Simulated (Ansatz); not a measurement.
A CCSD(T) single point on C$_{3}$H$_{2}$FN.

```yaml
crystal:
  periodic: [false, false, false]
  atoms:
    - {symbol: F, position_ang: [-2.425385, -0.087214, -0.038744]}
    - {symbol: C, position_ang: [-1.354839, -0.659086, 0.442998]}
    - {symbol: C, position_ang: [-0.208675, -0.573554, -0.314158]}
    - {symbol: N, position_ang: [0.941950, -0.826381, -0.769376]}
    - {symbol: C, position_ang: [0.901666, 0.388266, 0.042524]}
    - {symbol: H, position_ang: [0.882305, 1.355758, -0.451009]}
    - {symbol: H, position_ang: [1.324280, 0.334211, 1.042165]}
basis:
  gaussian: {orbitals: def2-SVP}
correlation: {method: ccsd_t}
```

```sh
$ ansatz run in.yaml --threads 2 --pin off --events-out ev --progress --plain --max-ram 4352MiB
```

Output of Ansatz, abridged:

```
Functional definition: HF
813 factors; integrals over basis functions are off by at most 1.5e-3 eV
mean field evaluation 1: about -7295.9010 eV, gradient 3.1e1 eV
mean field evaluation 2: about -7296.0425 eV, gradient 3.1e1 eV
mean field evaluation 4: about -7298.6630 eV, gradient 5.3e0 eV
mean field evaluation 8: about -7298.8120 eV, gradient 8.0e-1 eV
mean field evaluation 32: about -7276.0983 eV, gradient 2.3e1 eV
mean field -7298.82149646 eV, -268.2267426762 hartree, gradient 4.5e-6 eV, S^2 0.000000; 0 other end points of the search recorded, 0 dependent functions left out; unrestricted orbitals would lower it
5 core orbitals not correlated: weight in the atoms' cores, before any rotation towards them, 1.000 or more for the frozen orbitals, at most 0.000 for the correlated occupied ones
reference -7298.82149646 eV, -268.2267426762 hartree; 13, 13 occupied and 62, 62 virtual orbitals, 813 factors
second order -19.61736034 eV of doubles, -0.00000000 eV of singles
cycle   1  -19.51341301 eV  change    1.0e-1 eV  update   1.4e-1
cycle   2  -20.12718575 eV  change   -6.1e-1 eV  update   4.8e-2
cycle   3  -20.32685090 eV  change   -2.0e-1 eV  update   3.0e-2
cycle   4  -20.32893747 eV  change   -2.1e-3 eV  update   1.1e-2
cycle   5  -20.32080410 eV  change    8.1e-3 eV  update   6.8e-3
cycle   6  -20.32458830 eV  change   -3.8e-3 eV  update   3.3e-3
cycle   7  -20.32400555 eV  change    5.8e-4 eV  update   1.7e-3
cycle   8  -20.32366493 eV  change    3.4e-4 eV  update   6.5e-4
cycle   9  -20.32407069 eV  change   -4.1e-4 eV  update   2.7e-4
cycle  10  -20.32409324 eV  change   -2.3e-5 eV  update   1.2e-4
cycle  11  -20.32407412 eV  change    1.9e-5 eV  update   6.7e-5
cycle  12  -20.32412123 eV  change   -4.7e-5 eV  update   4.2e-5
cycle  13  -20.32411068 eV  change    1.1e-5 eV  update   2.5e-5
perturbative correction -0.83153808 eV, -0.0305584608 hartree
Total energy: -7319.97714523 eV, -269.0041984284 hartree
```

Hardware: 2 threads of an Arm Neoverse V1 on a shared host. Wall time 4 s, peak host memory 0.38 GiB.

MP2 recovers 92.7 % of the CCSD(T) correlation energy and the triples give 3.9 %; T1 = 0.0221.
